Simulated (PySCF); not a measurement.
**Basis-set dependence of population analyses: 2-propanimine**

2-propanimine, C3H7N.
Numbering: `[CH3:1][C:2]([CH3:3])=[NH:4]` (hydrogens: H5, H6, H7 on C1; H8, H9, H10 on C3; H11 on N4)

PBE0 throughout (PySCF), one geometry, spherical d and f functions. Geometry: PBE0-D3(BJ)/def2-SVP; no solvent, vibrations or thermal averaging. Atoms taken as equivalent share a column and are averaged.

Mulliken charges (e):

| basis | functions | C1 | C2 | C3 | N4 | H5/H6/H7 | H8/H9/H10 | H11 |
| --- | --- | --- | --- | --- | --- | --- | --- | --- |
| STO-3G | 27 | -0.243 | +0.109 | -0.251 | -0.314 | +0.091 | +0.088 | +0.164 |
| 6-31G | 50 | -0.523 | +0.190 | -0.535 | -0.493 | +0.185 | +0.183 | +0.258 |
| 6-31G* | 70 | -0.577 | +0.279 | -0.588 | -0.556 | +0.193 | +0.190 | +0.293 |
| def2-SVP | 91 | -0.014 | -0.245 | -0.014 | -0.141 | +0.054 | +0.052 | +0.096 |
| 6-311+G(2d,p) | 150 | -0.456 | +0.361 | -0.597 | -0.435 | +0.157 | +0.151 | +0.200 |
| def2-TZVP | 166 | -0.307 | -0.007 | -0.332 | -0.312 | +0.129 | +0.126 | +0.194 |

IAO charges (e):

```
        basis  functions      C1      C2      C3      N4  H5/H6/H7  H8/H9/H10     H11
       STO-3G         27  -0.408  +0.092  -0.422  -0.305    +0.144     +0.141  +0.187
        6-31G         50  -0.452  +0.179  -0.472  -0.437    +0.159     +0.157  +0.232
       6-31G*         70  -0.435  +0.199  -0.452  -0.445    +0.152     +0.149  +0.229
     def2-SVP         91  -0.425  +0.196  -0.441  -0.439    +0.148     +0.146  +0.228
6-311+G(2d,p)        150  -0.448  +0.208  -0.463  -0.474    +0.157     +0.155  +0.241
    def2-TZVP        166  -0.448  +0.209  -0.463  -0.470    +0.157     +0.154  +0.240
```

Hirshfeld charges (e):

```json
{"basis": "STO-3G", "functions": "27", "C1": "-0.038", "C2": "+0.079", "C3": "-0.045", "N4": "-0.216", "H5/H6/H7": "+0.023", "H8/H9/H10": "+0.022", "H11": "+0.085"}
{"basis": "6-31G", "functions": "50", "C1": "-0.101", "C2": "+0.097", "C3": "-0.103", "N4": "-0.257", "H5/H6/H7": "+0.044", "H8/H9/H10": "+0.044", "H11": "+0.098"}
{"basis": "6-31G*", "functions": "70", "C1": "-0.101", "C2": "+0.096", "C3": "-0.101", "N4": "-0.258", "H5/H6/H7": "+0.044", "H8/H9/H10": "+0.045", "H11": "+0.098"}
{"basis": "def2-SVP", "functions": "91", "C1": "-0.118", "C2": "+0.103", "C3": "-0.116", "N4": "-0.245", "H5/H6/H7": "+0.046", "H8/H9/H10": "+0.047", "H11": "+0.097"}
{"basis": "6-311+G(2d,p)", "functions": "150", "C1": "-0.118", "C2": "+0.088", "C3": "-0.115", "N4": "-0.253", "H5/H6/H7": "+0.050", "H8/H9/H10": "+0.051", "H11": "+0.096"}
{"basis": "def2-TZVP", "functions": "166", "C1": "-0.121", "C2": "+0.093", "C3": "-0.119", "N4": "-0.252", "H5/H6/H7": "+0.050", "H8/H9/H10": "+0.051", "H11": "+0.096"}
```

Some averages cover members that differ in this geometry, most widely: H5/H6/H7, Mulliken in 6-31G +0.175 to +0.203; H5/H6/H7, Mulliken in 6-31G* +0.184 to +0.210 e.

Task: Which scheme is steadiest as the basis changes?

Result: Largest range over the bases for any column: Hirshfeld 0.08 e, IAO 0.17 e, Mulliken 0.61 e. Hirshfeld charges move least and Mulliken charges most, counted in e. Without the minimal STO-3G basis the ranges are Hirshfeld 0.02, IAO 0.04, Mulliken 0.61 e.

Task: How much do the charges still move between the two largest bases, 6-311+G(2d,p) and def2-TZVP?

Result: At most, over all atoms: Mulliken 0.367 e, IAO 0.003 e, Hirshfeld 0.006 e.

Task: What do the same runs give for the total energy, the frontier levels and the dipole moment?

Result: 
```tsv
basis	energy (Eh)	HOMO (eV)	LUMO (eV)	μ (D)
STO-3G	-170.9265	-4.81	3.18	2.05
6-31G	-173.0075	-6.96	0.50	2.62
6-31G*	-173.0562	-7.16	0.56	2.38
def2-SVP	-172.9361	-7.21	0.42	2.35
6-311+G(2d,p)	-173.1143	-7.48	0.05	2.55
def2-TZVP	-173.1264	-7.43	0.20	2.46
```

The dipole is fixed by the density alone, so its range of 0.57 D shows that the density itself changes with the basis, not only its division among atoms.
